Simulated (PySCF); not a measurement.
Species: CFCl3.
Structure used (GFN2-xTB), in Å, numbered top down from 1:
```xyz
5
CCl3F angstrom
F      0.0603   -0.1410    1.3961
C      0.0046   -0.0063    0.0667
Cl    -0.4579    1.6606   -0.3126
Cl     1.6028   -0.3706   -0.6039
Cl    -1.2011   -1.1397   -0.5634
```

The closed-shell ground state was solved at several levels (PySCF, density fitting, gas phase, non-relativistic).

```tsv
level	basis functions	total energy (Eh)	HOMO (eV)	LUMO (eV)	gap (eV)	dipole (D)
B3LYP/def2-SVPD	124	-1518.0529	-8.98	-1.70	7.28	0.41
KT3/def2-SVPD	124	-1529.0296	-7.99	-2.68	5.31	0.32
HF/def2-SVPD	124	-1515.2457	-12.71	2.09	14.80	0.51
PBE/def2-SVPD	124	-1517.3231	-7.82	-2.48	5.34	0.31
LDA/def2-SVPD	124	-1512.6198	-7.93	-2.62	5.31	0.35
```

(1) Estimate the row for OPBE/def2-SVPD, a basis of 124 functions; the other rows only guide the guess.

(2) In the def2-SVPD basis, how does the gap go with the fixed share of exact exchange?

(3) How far do the dipole and the HOMO energy spread over the levels?

## Answers

(1) Total energy -1517.8841 Eh, HOMO -7.91 eV, LUMO -2.47 eV, gap 5.44 eV, dipole 0.25 D.

(2) LDA (0 %) 5.31 eV; KT3 (0 %) 5.31 eV; PBE (0 %) 5.34 eV; OPBE (0 %) 5.44 eV; B3LYP (20 %) 7.28 eV; HF (100 %) 14.80 eV. Each rise in the share widens the gap here.

(3) The dipole runs from 0.25 to 0.51 D (mean 0.36 D) and the HOMO from -12.71 to -7.82 eV.
